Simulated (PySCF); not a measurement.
CHCl3, SMILES ClC(Cl)Cl. Heavy atoms are numbered as in [Cl:1][CH:2]([Cl:3])[Cl:4]. Hydrogens are named by the atom that carries them.

The structure is a stationary point at TPSSh-D3(BJ)/def2-SVP.

Calculation: PBE0/pcSseg-2 in PySCF.

GIAO shieldings, no solvent; atoms alike by connectivity are averaged. δ = σ(ref) − σ: ³⁵Cl against HCl (σ = 943.3 ppm); ¹³C against TMS (σ = 186.1 ppm); ¹H against TMS (σ = 31.54 ppm), references at their B3LYP-D3(BJ)/def2-TZVP geometries, non-relativistic (without spin–orbit terms, shifts of atoms bonded to Cl or Br come out too high).

```json
[
 {"nucleus": "³⁵Cl", "atoms": "Cl1", "count": "3", "δ (ppm)": "410.5"},
 {"nucleus": "¹³C", "atoms": "C2 (CH)", "count": "1", "δ (ppm)": "110.3"},
 {"nucleus": "¹H", "atoms": "H on C2", "count": "1", "δ (ppm)": "7.73"}
]
```
